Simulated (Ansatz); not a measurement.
Q: Name a neutral molecule of C, Cl, O, S and H with HOMO–LUMO gap (ωB97M-V/def2-TZVPP) between 10.40 and 10.70 eV and HOMO energy (PBE0/def2-TZVPP) between -7.10 and -6.80 eV (Ansatz, PBE0-D4/def2-TZVP geometry).

A: `OC/C=C(/S)Cl` (10.52 eV, -6.94 eV). Other molecules can fit too; these were computed, each in one conformer that needn't be the lowest.
